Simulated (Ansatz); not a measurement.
**CH4OSi (SMILES CO[SiH]): levels of theory compared**

We compute a comparison of 6 runs (HF/3-21G, B2PLYP/aug-cc-pVDZ, B3LYP/aug-cc-pVDZ, CAM-B3LYP/aug-cc-pVDZ, SVWN5/aug-cc-pVDZ, RPA@PBE0/aug-cc-pVDZ) of CH4OSi. 

Program for the calculation: Ansatz 0.2.0.

57 further runs of the same task are left out: 57 set aside as unsound or not needed. Runs told in other sessions of the task aren't counted.

## Step 1: The molecule

The species is CH4OSi (7 atoms), meant as a singlet with charge 0. As SMILES, `CO[SiH]`. The C1–H5 distance was set to 1.643 Å, away from the relaxed value. At this shape a bond of the SMILES string is far longer than usual.

Bond lengths: C1–O2 1.410 Å, O2–Si3 1.639 Å, C1–H4 1.092 Å, C1–H6 1.092 Å, Si3–H7 1.552 Å. Angles: C1–O2–Si3 130.6°, O2–C1–H4 109.2°, O2–C1–H6 109.2°, O2–Si3–H7 97.1°, H4–C1–H6 108.5°. A long bond or contact: C1–H5 1.643 Å.

## Step 2: A single-point energy at HF/3-21G (run 1)

job.yaml reads:

```yaml
crystal:
  periodic: [false, false, false]
  atoms:
    - {symbol: C, position_ang: [-0.990525, 0.454498, -0.073386]}
    - {symbol: O, position_ang: [-0.921325, -0.477502, 0.982714]}
    - {symbol: Si, position_ang: [0.318775, -1.418302, 1.495014]}
    - {symbol: H, position_ang: [-1.774525, 0.149798, -0.770386]}
    - {symbol: H, position_ang: [0.443800, 0.547500, -0.868700]}
    - {symbol: H, position_ang: [-1.247425, 1.436498, 0.330514]}
    - {symbol: H, position_ang: [1.363575, -0.946602, 0.449214]}
basis:
  gaussian: {orbitals: 3-21G.json}
total_charge: 0
hamiltonian: {xc: hf}
accuracy: high
output: {orbitals: {seedname: orbitals}}
```

The basis set 3-21G is read from a file made from the Basis Set Exchange's data (not shown).

On the command line:

```console
$ ansatz run job.yaml --threads 1 --pin off --max-ram 3480MiB --events-out events.jsonl --progress --plain --runs-dir runs
```

Log:

```text
Warning: RAYON_NUM_THREADS=1 ignored (pool sized by the plan → 1); use --threads N
Functional definition: HF
  name "HF"
  exchange = exact_x
  correlation = 0
878 factors; integrals over basis functions are off by at most 3.9e-9 eV
mean field evaluation 1: about -10930.3167 eV, gradient 2.4e1 eV
mean field evaluation 2: about -10930.3155 eV, gradient 2.4e1 eV
mean field evaluation 4: about -10931.5558 eV, gradient 2.2e0 eV
mean field evaluation 8: about -10931.5757 eV, gradient 1.3e-1 eV
mean field -10931.57579545 eV, -401.7280007947 hartree, gradient 2.7e-8 eV, S^2 0.000000; 0 other end points of the search recorded, 0 dependent functions left out
reference -10931.57579545 eV, -401.7280007947 hartree; 16, 16 occupied and 23, 23 virtual orbitals, 878 factors
Total energy: -10931.57579545 eV, -401.7280007947 hartree
```

Wall time 0.3 s (1 thread of Arm Neoverse V2, shared host).

## Step 3: A single-point energy at B2PLYP/aug-cc-pVDZ (run 2)

Edit job.yaml of step 2 so:

```diff
@@ -11,5 +11,8 @@
 basis:
-  gaussian: {orbitals: 3-21G.json}
-total_charge: 0
-hamiltonian: {xc: hf}
+  gaussian:
+    orbitals: aug-cc-pVDZ
+hamiltonian:
+  xc: {name: B2PLYP}
+correlation:
+  frozen_orbitals: {C: 1, H: 0, O: 1, Si: 5}
 accuracy: high
```

On the command line:

```console
$ ansatz run job.yaml --threads 1 --pin off --max-ram 3480MiB --events-out events.jsonl --progress --plain --runs-dir runs
```

Log:

```text
Warning: RAYON_NUM_THREADS=1 ignored (pool sized by the plan → 1); use --threads N
Functional definition: B2PLYP
  name "B2PLYP"
  parameter a = 0.53
  parameter c = 0.27
  exchange = (1 - a)*b88_x + a*exact_x
  correlation = (1 - c)*lyp_c + c*(mp2_os + mp2_ss)
2206 factors; integrals over basis functions are off by at most 3.4e-9 eV
mean field evaluation 1: about -11009.5777 eV, gradient 4.5e1 eV
mean field evaluation 2: about -11009.5767 eV, gradient 4.5e1 eV
mean field evaluation 4: about -11013.9033 eV, gradient 6.0e0 eV
mean field evaluation 8: about -11013.9784 eV, gradient 3.7e-1 eV
mean field evaluation 16: about -11013.9789 eV, gradient 3.8e-5 eV
mean field -11013.97891785 eV, -404.7562596880 hartree, gradient 6.2e-8 eV, S^2 0.000000; 0 other end points of the search recorded, 0 dependent functions left out
7 core orbitals not correlated: weight in the atoms' cores, before any rotation towards them, 1.000 or more for the frozen orbitals, at most 0.000 for the correlated occupied ones
reference -11013.97894539 eV, -404.7562607001 hartree; 9, 9 occupied and 93, 93 virtual orbitals, 2206 factors
second order -15.26363941 eV of doubles, -0.00000000 eV of singles
Total energy: -11018.10012803 eV, -404.9077113687 hartree
```

It took 14 s on 1 thread of Arm Neoverse V2, shared host; peak memory 0.34 GiB.

## Step 4: The energy at B3LYP/aug-cc-pVDZ (run 3)

in.yaml reads:

```yaml
crystal:
  periodic: [false, false, false]
  atoms:
    - {symbol: C, position_ang: [-0.990525, 0.454498, -0.073386]}
    - {symbol: O, position_ang: [-0.921325, -0.477502, 0.982714]}
    - {symbol: Si, position_ang: [0.318775, -1.418302, 1.495014]}
    - {symbol: H, position_ang: [-1.774525, 0.149798, -0.770386]}
    - {symbol: H, position_ang: [0.443800, 0.547500, -0.868700]}
    - {symbol: H, position_ang: [-1.247425, 1.436498, 0.330514]}
    - {symbol: H, position_ang: [1.363575, -0.946602, 0.449214]}
basis:
  gaussian:
    orbitals: aug-cc-pVDZ
accuracy: high
hamiltonian:
  xc: {name: B3LYP}
output: {orbitals: {seedname: orbitals}}
```

On the command line:

```console
$ ansatz run in.yaml --threads 1 --pin off --max-ram 3480MiB --events-out events.jsonl --progress --plain --runs-dir runs
```

Log:

```text
Warning: RAYON_NUM_THREADS=1 ignored (pool sized by the plan → 1); use --threads N
Functional definition: B3LYP
  name "B3LYP"
  parameter a0 = 0.2
  parameter ax = 0.72
  parameter ac = 0.81
  exchange = (1 - a0 - ax)*slater_x + ax*b88_x + a0*exact_x
  correlation = (1 - ac)*vwn_rpa_c + ac*lyp_c
2206 factors; integrals over basis functions are off by at most 3.4e-9 eV
mean field evaluation 1: about -11017.4552 eV, gradient 5.8e1 eV
mean field evaluation 2: about -10971.4529 eV, gradient 1.5e2 eV
mean field evaluation 4: about -11024.7409 eV, gradient 1.2e1 eV
mean field evaluation 8: about -11025.0759 eV, gradient 2.6e-1 eV
mean field evaluation 16: about -11025.0761 eV, gradient 2.7e-5 eV
mean field -11025.07611992 eV, -405.1640743420 hartree, gradient 3.2e-8 eV, S^2 0.000000; 0 other end points of the search recorded, 0 dependent functions left out
reference -11025.07616329 eV, -405.1640759358 hartree; 16, 16 occupied and 93, 93 virtual orbitals, 2206 factors
Total energy: -11025.07616329 eV, -405.1640759358 hartree
```

Run time: 10 s. Hardware: 1 thread of Arm Neoverse V2, shared host; peak memory 0.34 GiB.

Runs 4 to 5 aren't shown in full; the table further down has their settings and results.

## Step 5: A single-point energy at RPA@PBE0/aug-cc-pVDZ (run 6)

molecule.yaml reads:

```yaml
crystal:
  periodic: [false, false, false]
  atoms:
    - symbol: C
      position_ang: [-0.990525, 0.454498, -0.073386]
    - symbol: O
      position_ang: [-0.921325, -0.477502, 0.982714]
    - symbol: Si
      position_ang: [0.318775, -1.418302, 1.495014]
    - symbol: H
      position_ang: [-1.774525, 0.149798, -0.770386]
    - symbol: H
      position_ang: [0.443800, 0.547500, -0.868700]
    - symbol: H
      position_ang: [-1.247425, 1.436498, 0.330514]
    - symbol: H
      position_ang: [1.363575, -0.946602, 0.449214]
basis:
  gaussian:
    orbitals: aug-cc-pVDZ
hamiltonian:
  xc: pbe0
accuracy: high
correlation:
  method: rpa
  frozen_orbitals: {C: 1, H: 0, O: 1, Si: 5}
```

On the command line:

```console
$ ansatz run molecule.yaml --threads 1 --pin off --max-ram 3480MiB --events-out events.jsonl --progress --plain --runs-dir runs
```

Log:

```text
Warning: RAYON_NUM_THREADS=1 ignored (pool sized by the plan → 1); use --threads N
Functional definition: PBE0
  name "PBE0"
  parameter a = 0.25
  parameter kappa = 0.804
  parameter beta = 0.06672455060314922
  exchange = (1 - a)*pbe_x(kappa = kappa, mu = beta*pi^2/3) + a*exact_x
  correlation = pbe_c(beta = beta)
2206 factors; integrals over basis functions are off by at most 3.4e-9 eV
mean field evaluation 1: about -11011.0513 eV, gradient 5.3e1 eV
mean field evaluation 2: about -11011.0479 eV, gradient 5.3e1 eV
mean field evaluation 4: about -11016.9405 eV, gradient 1.5e1 eV
mean field evaluation 8: about -11017.4229 eV, gradient 1.6e-1 eV
mean field evaluation 16: about -11017.4230 eV, gradient 1.1e-5 eV
mean field -11017.42297798 eV, -404.8828265634 hartree, gradient 3.0e-8 eV, S^2 0.000000; 0 other end points of the search recorded, 0 dependent functions left out
7 core orbitals not correlated: weight in the atoms' cores, before any rotation towards them, 1.000 or more for the frozen orbitals, at most 0.000 for the correlated occupied ones
reference -10990.01872236 eV, -403.8757387443 hartree; 9, 9 occupied and 93, 93 virtual orbitals, 2206 factors
Total energy: -11008.41600246 eV, -404.5518263180 hartree
```

Wall time 17 s (1 thread of Arm Neoverse V2, shared host); peak memory 0.41 GiB.

## Step 6: The series

```tsv
run	level	frozen core orbitals	energy (Eh)	HOMO energy (eV)	LUMO energy (eV)	HOMO–LUMO gap (eV)	wall time
1	HF/3-21G	–	-401.728001	-8.90	1.28	10.18	0.3 s
2	B2PLYP/aug-cc-pVDZ	7	-404.907711	-7.52	-0.99	6.52	14 s
3	B3LYP/aug-cc-pVDZ	–	-405.164076	-6.46	-2.34	4.12	10 s
4	CAM-B3LYP/aug-cc-pVDZ	–	-405.093142	-7.91	-1.08	6.83	11 s
5	SVWN5/aug-cc-pVDZ	–	-403.062250	-5.62	-3.15	2.47	6.6 s
6	RPA@PBE0/aug-cc-pVDZ	7	-404.551826	–	–	–	17 s
```

## Step 7: What came out

| quantity | value |
| --- | --- |
| run 6: total energy | -404.55183 Eh |
| run 6: RPA correlation energy (valence) | -676.1 mEh |

In words: Over runs 1, 2, 3, 4, 5 the HOMO–LUMO gap runs from 2.47 eV (SVWN5/aug-cc-pVDZ) to 10.18 eV (HF/3-21G). The two ends differ in method and basis. Totals of different functionals can't be ranked against each other. In runs 1, 3, 4, 5 a closed-shell determinant meets a far-stretched bond; if it breaks into open shells, such a determinant describes it badly, and no broken-symmetry solution was shown. All runs together took 59 s, the longest 17 s.
